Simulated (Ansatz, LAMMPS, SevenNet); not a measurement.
How well does each level of theory give the bulk modulus of rock-salt LiBr?

Reference value: 26.3 GPa (measured, 4 K, no zero-point or thermal correction; as tabulated in Doll and Stoll (1998), arXiv:cond-mat/9801031).

Problem. What do ionic model joung2008, SevenNet-l3i5, LDA, PBE, PBE0 give, and how far is each from the reference?

Solution. 
| level (code) | value (GPa) | cell (Å³/atom) | difference (%) |
|---|---|---|---|
| ionic model joung2008 (rigid ions, set for SPC/E water, LAMMPS) | 48.6 | 20.92 | +85 |
| SevenNet-l3i5 (SevenNet) | 27.4 | 20.98 | +4.2 |
| LDA (Ansatz) | 33.3 | 18.72 | +27 |
| PBE (Ansatz) | 25.7 | 20.92 | -2.3 |
| PBE0 (Ansatz) | 27.4 | 20.45 | +4.2 |

Leaving aside ionic model joung2008, which can be fitted to such values or carry a doubt: Nearest, and too close to rank with a margin of 5.3 % (twice that across the reference) picked here for doubts on the reference and the settings, and for temperature and zero-point motion: PBE (-2.3 %), SevenNet-l3i5 (+4.2 %), PBE0 (+4.2 %). Farthest off: LDA (+27 %). Within 10 %: SevenNet-l3i5, PBE, PBE0. The lowest first-principles rung that does so: DFT without exact exchange (PBE).

The measured value isn't corrected to a static lattice, so vibrations enter the comparison.  Each level is taken at its own relaxed cell. Cutoffs and k meshes differ between the levels. Ansatz's density-functional and Hartree–Fock values are scalar-relativistic unless marked +SOC, with PAW data made under PBE.

Empirical potentials (ionic model joung2008) are fitted to chosen data, which need not cover the solid at hand: agreement can be built in, and what lay outside the fit can be far off. Machine-learned potentials (SevenNet-l3i5) are trained on DFT data, which may include these solids.

Differences are worked out from the printed values.

Ansatz is a program for electronic structure.
